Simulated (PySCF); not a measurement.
# C: ionisation energy

C [He] 2s2 2p2 (3P) → C⁺ [He] 2s2 2p1 (2P), as a difference of total energies. Calculation: PySCF 2.14, in dyall-av3z (15s9p3d2f, 71 functions); scalar relativity by spin-free X2C-1e. Correlated levels: valence: 1s2 frozen; virtual orbitals above 40 to 60 times the deepest correlated orbital energy dropped. The calculations carry no spin-orbit coupling.

```csv
method,ionisation energy (eV)
UHF,10.797
LDA,11.690
PBE,11.538
PBE0,11.511
r2SCAN,11.670
BLYP,11.401
B3LYP,11.540
B97-3,11.431
MN15,11.298
MP2 (valence),11.250
SCS-MP2 (valence),11.118
```

How much does correlation contribute at MP2 (valence)?

11.250 − (10.797) = 0.453 eV, measured against UHF.

Errors of the correlated levels include the incompleteness of this basis and the frozen core.

For comparison: 11.262 eV (measured; NIST levels, between the centres of gravity of the two terms).
